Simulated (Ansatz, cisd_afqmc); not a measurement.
Species: CHO₂, charge -1, singlet. CHO2- (SMILES [O-]C=O).
B3LYP-D3(BJ)/def2-TZVP minimum from Ansatz (an electronic-structure program):
```xyz
4

O     -1.0507    -0.4762    -0.0074
C     -0.0756     0.3038     0.0079
O      1.1514     0.0719    -0.0031
H     -0.3513     1.4113     0.0366
```
Charge -1, spin multiplicity 1.

Total energies in aug-cc-pVDZ, 18 correlated electrons, 3 frozen orbitals. Open shells are spin-unrestricted; no spin-orbit coupling. Correlated methods leave the cores frozen. No relativity. AFQMC is phaseless with a CISD trial state; ± is one standard error, without the phaseless bias. Outlying blocks are dropped, and bars are widened where a walk drifts. Over all cases where full CI ran beside it in this data, AFQMC minus full CI had a median of +0.1 mEh and passed +0.4 mEh in a tenth of the cases.

```
method         program         energy (Eh)  minus CCSDT(Q) (mEh)
----------  ----------  ------------------  --------------------
HF              Ansatz          -188.22998                569.43
MP2             Ansatz          -188.77242                 26.98
CCSD            Ansatz          -188.77566                 23.74
CCSD(T)         Ansatz          -188.79708                  2.32
CCSDT(Q)        Ansatz          -188.79941                  0.00
AFQMC/CISD  cisd_afqmc  -188.7997 ± 0.0004            -0.3 ± 0.4
```

Rough core times of Ansatz's runs on a shared machine: CCSD(T) under 20 s, CCSDT(Q) 6 min.
